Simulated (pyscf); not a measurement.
**Hydrogen abstraction: `[OH][GeH3]` + `[H]` [doublet] -> `[OH][GeH2]` [doublet] + `[H][H]`**

Gas phase, doublet surface, charge 0. Bonds broken: Ge2–H4. Bonds formed: H4–H7. Optimised with ωB97X-D3(BJ)/def2-SVP in PySCF.

Transition state (Å):

```xyz
7

O      0.7524    -0.8526     1.2100
Ge     0.3862     0.4217     0.0193
H      0.1523    -1.6051     1.1601
H     -1.0235     1.0898     0.3428
H      0.3459    -0.1689    -1.4047
H      1.5157     1.4434     0.1784
H     -2.2467     1.6379     0.6385
```

One imaginary mode, 724i cm⁻¹; descent along it reached the two sides named.

```tsv
bond	change	reactant side (Å)	saddle	product side
Ge2–H4	breaks	1.541	1.593	3.4
H4–H7	forms	3.6	1.373	0.761
```

Electronic energies relative to the separated reactants (kcal/mol):

| level | barrier | reaction energy | reverse barrier |
|---|---|---|---|
| ωB97X-D3(BJ)/def2-TZVP | 2.9 | -18.6 | 21.5 |
| PBE/def2-TZVP | -1.0 | -21.9 | 20.9 |
| r²SCAN/def2-TZVP | -2.4 | -22.6 | 20.2 |
| B3LYP-D3(BJ)/def2-TZVP | -1.3 | -23.4 | 22.1 |
| PBE0-D3(BJ)/def2-TZVP | 0.5 | -19.4 | 19.9 |
| M06-2X/def2-TZVP | 3.5 | -23.1 | 26.5 |
| ωB97M-D3(BJ)/def2-TZVP | 3.0 | -21.0 | 23.9 |
| HF/def2-TZVP | 9.0 | -13.3 | 22.4 |

With ωB97M-D3(BJ)/def2-TZVP energies and thermal terms (ideal gas, 1 atm, RRHO with modes under 100 cm⁻¹ raised to 100, one conformer, R ln 2 for chiral ones without a mode under 150 cm⁻¹), in kcal/mol:

```json
[
 {"T (K)": "298", "ΔH‡": "1.8", "ΔG‡": "8.0", "ΔH": "-20.1", "ΔG": "-21.6"},
 {"T (K)": "600", "ΔH‡": "1.5", "ΔG‡": "14.3", "ΔH": "-20.1", "ΔG": "-23.1"},
 {"T (K)": "900", "ΔH‡": "1.4", "ΔG‡": "20.8", "ΔH": "-20.6", "ΔG": "-24.6"},
 {"T (K)": "1200", "ΔH‡": "1.2", "ΔG‡": "27.2", "ΔH": "-21.2", "ΔG": "-25.8"}
]
```

At PBE, r²SCAN, B3LYP-D3(BJ) this geometry lies under the reactants; that is no barrier but a single point on another level's saddle; such a level's own saddle, if it has one, lies nearer that side and is low. One saddle was located; it need not be the lowest between these sides. The angle at the transferred H is 179°. Elements up to Kr have no core potential and no relativistic terms here.
